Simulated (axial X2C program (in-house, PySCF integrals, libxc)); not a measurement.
Spectroscopic constants of AlCl in the non-relativistic limit (speed of light times 100)

Calculated with an axial X2C code built on PySCF integrals. The Hamiltonian is the X2C one with the speed of light multiplied by 100, which is the non-relativistic limit. Basis: Cl dyall-v3z [7s7p2d1f], Al dyall-v3z [8s7p2d1f] (cores contracted in-house); Gaussian nuclei, density fitting, unrestricted open shells. Masses: Cl 34.969 u, Al 26.982 u.

The run was started with this input:
```json
{
 "zs": [
  17,
  13
 ],
 "q": 0,
 "bas": [
  "dyall-v3z",
  "dyall-v3z"
 ],
 "levels": [
  "PBE0",
  "HF",
  "LDA",
  "PBE50"
 ],
 "cc": false,
 "r0": 2.25,
 "npts": 10,
 "nst": 2,
 "ntry": 6,
 "opt": {
  "cfac": 100
 }
}
```
```bash
python so2c.py task.json out
```

Keys: zs atomic numbers; q charge; bas basis sets; levels methods; cc coupled cluster on or off; r0 starting distance in Å; npts points on the curve; nst determinants followed; ntry starts of the search; cfac factor on the speed of light (100 gives the non-relativistic limit). HF also brings MP2.

State, non-rel.: M_S = 0, Λ = 0 (closed shell); electrons by block: σα: 9, σβ: 9, π+α: 3, π+β: 3, π-α: 3, π-β: 3. Fragments: Cl + Al.

```
Hamiltonian  level  Re (Å)  ωe (cm⁻¹)  Be (cm⁻¹)  De (eV)  D0 (eV)  μ (D)
   non-rel.   PBE0   2.154      471.8     0.2386     5.11     5.09   1.62
   non-rel.     HF   2.155      475.9     0.2383     3.98     3.95   1.66
   non-rel.    MP2   2.150      483.4     0.2394     5.26     5.23    n/a
   non-rel.    LDA   2.147      470.5     0.2401     5.77     5.74   1.57
   non-rel.  PBE50   2.139      486.3      0.242     5.04     5.01   1.57
```

Correlated methods: 10 electrons correlated (number of frozen shells: Cl 2 s, 1 p; Al 2 s, 1 p), 136 virtual spin orbitals or spinors in MP2.

Dipoles are positive if Al is the positive end.

Occupations by symmetry block were frozen at the best pattern of an incomplete PBE0 search. Closed shells are restricted here (equal orbitals for both partners); the stretched side of such a curve lies too high. De is counted from the lowest determinant-based energies of the atoms at the same level, without counterpoise correction. Without a current term, density functionals place determinants with orbital angular momentum somewhat too high.

Rough cost a point (non-rel.) on 1 thread(s) of a shared host, integrals apart: PBE0 0.14 s, HF 0.06 s, LDA 0.11 s, PBE50 0.15 s.
